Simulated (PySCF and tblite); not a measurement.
Results of a calculation; reference values are marked as such.
**Conformers and averaged properties: C₂H₆S, numbered as in [CH3:1][CH2:2][SH:3]**

Free energies: PBE0-D3(BJ)/def2-TZVP on PBE0-D3(BJ)/def2-SVP structures plus GFN2-xTB thermal terms, symmetry and mirror images included. Conformers within 4 kcal/mol (GFN2-xTB free energy) were kept, 5 at most. GIAO shieldings: PBE0/pcSseg-1. Shifts are against TMS (¹H), TMS (¹³C) at the same level. Run with PySCF (density fitting) and tblite.

Torsions listed: C1–C2–S3–H3. Of a mirror pair one member is shown.

| conformer | shape | symmetry | E(GFN2) kcal/mol | E(DFT) kcal/mol | G(298.15 K) kcal/mol | weight % | dipole D |
| --- | --- | --- | --- | --- | --- | --- | --- |
| 1 | 64° | C1 (pair) | 0.00 | 0.00 | 0.00 | 76.7 | 1.67 |
| 2 | -178° | Cs | 1.35 | 0.57 | 0.70 | 23.3 | 1.66 |

Weights (%) against temperature:

```tsv
T (K)	1	2	S(mix) cal/mol/K
180	84.8	15.2	2.02
230	80.7	19.3	2.09
298.15	76.7	23.3	2.14
330	75.2	24.8	2.15
400	72.8	27.2	2.17
```

Averaged shifts at 298.15 K. ¹H: 2.32 (H2, 2H), 1.21 (H1, 3H) ppm. ¹³C: 25.2 (C2), 21.2 (C1) ppm.

Coordinates of conformer 1 (Å):

```xyz
9

C    -0.868    0.400   -0.271
C     0.205   -0.550    0.222
S     1.717   -0.566   -0.793
H    -1.144    0.177   -1.312
H    -1.773    0.323    0.353
H    -0.523    1.445   -0.233
H     0.475   -0.346    1.270
H    -0.148   -1.593    0.187
H     2.074    0.716   -0.561
```

Coordinates of conformer 2 (Å):

```xyz
9

C    -1.007   -0.439   -0.109
C     0.199    0.402    0.264
S     1.699   -0.637    0.206
H    -1.922    0.172   -0.089
H    -0.901   -0.859   -1.121
H    -1.140   -1.276    0.593
H     0.314    1.244   -0.435
H     0.083    0.815    1.278
H     2.571    0.312    0.611
```

H on N, O and S are left out: they exchange, and hydrogen bonds move them by several ppm. Shifts are unscaled: against experiment ¹³C can be off by 15 ppm or more and ¹H by 0.8 ppm.

Search and properties took 12 s on 1 thread of Arm Neoverse V1, on a host shared with other jobs (rough), launched as `OMP_NUM_THREADS=1 python ens_run.py task.json out`.
